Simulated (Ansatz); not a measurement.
Results of PBEsol (PAW; Ansatz, a quantum-chemistry and plane-wave program) for hcp Tc.

Run with plane-wave cutoff 520 eV, 24×24×12 k mesh (along the axes of the cell as run), Fermi–Dirac smearing 0.05 eV, no spin polarisation, scalar-relativistic PAW data made under PBE.

Energies at three volumes about the minimum:

| V (Å³/atom) | E − E_lowest (meV/atom) |
|---|---|
| 13.725 | 5.94 |
| 14.005 | 0.00 |
| 14.285 | 5.52 |

Fit a parabola by hand: where is the minimum, and what is the bulk modulus?

Slopes: (0.00 − 5.94)/(14.005 − 13.725) = -21.214 and (5.52 − 0.00)/(14.285 − 14.005) = 19.714 meV/Å³. Curvature E″ = 2 × (19.714 − (-21.214))/(14.285 − 13.725) = 146.171 meV/Å⁶. From the middle of the first interval, the slope vanishes at V0 = 13.8650 − (-21.214)/146.171 = 14.010 Å³/atom. B = V0 E″ = 14.010 × 146.171 meV/Å³ × 0.1602 GPa per meV/Å³ = 328 GPa. The full Birch–Murnaghan fit to all volumes gives V0 = 14.005 Å³/atom and B0 = 327 GPa.

Shape and atoms are relaxed at each volume.

Measured, for comparison: bulk modulus 303 GPa (zero-point energy and finite temperature contributions removed; as tabulated in doi:10.1021/acs.jctc.3c00612). Computed less measured: bulk modulus +8 %.
